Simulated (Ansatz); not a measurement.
**C$_{2}$H, doublet in cc-pVTZ: errors against UCCSDT(Q)**

Geometry: a PBE0/def2-TZVP stationary point for this spin, not checked as a minimum.

```xyz
3

C     0.0000    0.0000    0.0447
C     0.0000    0.0000   -1.1555
H     0.0000    0.0000    1.1107
```

Basis cc-pVTZ; Ansatz 0.2.0. Only valence electrons are correlated (noble-gas cores frozen), which leaves 9 electrons in 72 orbitals. R marks a restricted (for open shells ROHF) determinant, U an unrestricted one. Active spaces: valence = (9e, 9o) chosen from the atoms' valence shells.

Full CI isn't at hand for all of this; UCCSDT(Q) serves as the reference, and is uncertain by about the last step of the cluster series. The frozen core follows each run's orbitals, which can shift R against U totals by a few meV.

Unrestricted rows (U) aren't spin-pure: their determinants' ⟨S²⟩ exceeds S(S+1) by up to 0.36, so they mix in states of higher spin.

The UHF ⟨S²⟩ is 1.108. The T1 diagnostic (RCCSD) is 0.0282 and the largest doubles amplitude (RCCSD) is 0.085. The T1 diagnostic (UCCSD) is 0.0615.

```
                     level  E − E(UCCSDT(Q)) (kcal/mol)  share of correlation (%)     wall time
                       RHF                       192.96                      0.00             –
                       UHF                       183.41                      4.95             –
                      RMP2                        20.23                     89.51             –
                      UMP2                        31.42                     83.72             –
                     RCCSD                        10.77                     94.42             –
                     UCCSD                        10.77                     94.42             –
                  RCCSD(T)                         1.03                     99.47         2.9 s
                  UCCSD(T)                         1.60                     99.17          11 s
                   BCCD(T)                         1.06                     99.45         3.9 s
                    RCCSDT                         0.75                     99.61             –
                    UCCSDT                         0.73                     99.62             –
                 RCCSDT(Q)                         0.00                    100.00    9 s (H100)
    CASSCF (valence space)                       106.47                     44.82             –
    NEVPT2 (valence space)                        21.12                     89.05         3.2 s
NEVPT4(SD) (valence space)                         2.51                     98.70  6.5 s (H100)
    MRCISD (valence space)                         6.29                     96.74             –
  MRCISD+Q (valence space)                         1.10                     99.43  8.5 s (H100)
```

The correlation energy at UCCSDT(Q), counted from RHF, is -8.367 eV. That run took 11 s on 2 threads of AMD EPYC 7R13 with a shared H100 80 GB, shared host.

Times hold each run's SCF and search for its determinant on a shared host, so for small cases they say little of a method's own cost; rows without a card ran on 1 thread of AMD EPYC 7R13.

Natural occupations of CASSCF (valence space) about the gap: 1.982 1.977 1.922 1.922 1.003 0.079 0.079 0.024 0.013; effectively unpaired electrons, Σ n²(2−n)², 1.10.

Atomization energy (electronic, same basis, no zero-point term; atoms at the same level, unrestricted beside the R rows where the molecule is a closed shell, with restricted open-shell steps beyond CCSDT(Q)) at UCCSDT(Q): 1069.6 kJ/mol. Errors of other levels:

```json
{"level": "RHF", "error (kJ/mol)": "-310.8"}
{"level": "UHF", "error (kJ/mol)": "-296.4"}
{"level": "RMP2", "error (kJ/mol)": "35.6"}
{"level": "UMP2", "error (kJ/mol)": "-11.9"}
{"level": "RCCSD", "error (kJ/mol)": "-30.9"}
{"level": "UCCSD", "error (kJ/mol)": "-31.8"}
{"level": "RCCSD(T)", "error (kJ/mol)": "-1.3"}
{"level": "UCCSD(T)", "error (kJ/mol)": "-4.1"}
{"level": "BCCD(T)", "error (kJ/mol)": "-1.4"}
{"level": "RCCSDT", "error (kJ/mol)": "-2.6"}
{"level": "UCCSDT", "error (kJ/mol)": "-2.9"}
{"level": "RCCSDT(Q)", "error (kJ/mol)": "0.3"}
{"level": "CASSCF (valence space)", "error (kJ/mol)": "-49.1"}
{"level": "NEVPT2 (valence space)", "error (kJ/mol)": "-6.4"}
{"level": "NEVPT4(SD) (valence space)", "error (kJ/mol)": "-5.7"}
{"level": "MRCISD (valence space)", "error (kJ/mol)": "-15.8"}
{"level": "MRCISD+Q (valence space)", "error (kJ/mol)": "-7.9"}
```

This basis is far from its limit, so the value isn't to be set against a measured one. Truncated CI isn't size-consistent, which counts against it in atomization.
